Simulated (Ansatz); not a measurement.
Compare A (`C=C=N`) with its isomer B (`CC#N`).

Gas-phase electronic energies from Ansatz, PBE0-D4/def2-TZVP geometries. CCSD(T)/CBS is frozen-core, at the limit of the def2 triple- and quadruple-zeta sets. DFT in def2-TZVPP. Each species was taken in one conformer, which may not be the lowest.

A:

```xyz
6

C    -0.555   -0.376    0.702
C     0.182    0.255   -0.171
N     0.856    0.939   -0.920
H    -1.628   -0.424    0.575
H    -0.096   -0.863    1.551
H     1.240    0.468   -1.736
```

B:

```xyz
6

C     0.1430    0.2232    0.4086
C    -0.2823   -0.4410   -0.8072
N    -0.6196   -0.9675   -1.7712
H     0.3423    1.2772    0.2101
H    -0.6364    0.1493    1.1685
H     1.0529   -0.2413    0.7911
```

Task: Which isomer does CCSD(T)/CBS put lower? Give the gap. (An estimate is asked.)

Result: Computed: B, by 27.7 kcal/mol.

Task: Give E(B) − E(A) in kcal/mol with PBE-D4, r2SCAN-D4, LDA (SPW92), CCSD(T)/def2-SVP, ωB97M-V, HF/def2-TZVPP, MP2/def2-TZVPP. (An estimate is asked.)

Result: The calculation gave: PBE-D4 -20.4, r2SCAN-D4 -21.7, LDA (SPW92) -17.2, CCSD(T)/def2-SVP -31.3, ωB97M-V -25.3, HF/def2-TZVPP -30.5, MP2/def2-TZVPP -30.8. None reverses the order clearly.

Task: Does the order hold for the free energy at 298.15 K (harmonic terms from PBE0-D4)? (Estimate.)

Result: Computed: Yes: G(B) − G(A) = -26.2 kcal/mol, for one conformer each.

Largest T1 diagnostic: 0.015.

Leaving LDA and LC-ωPBE aside and taking each functional with its dispersion term where it has one, the values, not all of them listed here, spread over 6.6 kcal/mol, from PBE-QIDH to PBE-D4. LDA lies +3.3 kcal/mol from PBE without D4. From PBE to PBE0 (25 % exact exchange), in def2-TZVPP and without D4, E(B) − E(A) moves by −2.2 kcal/mol.
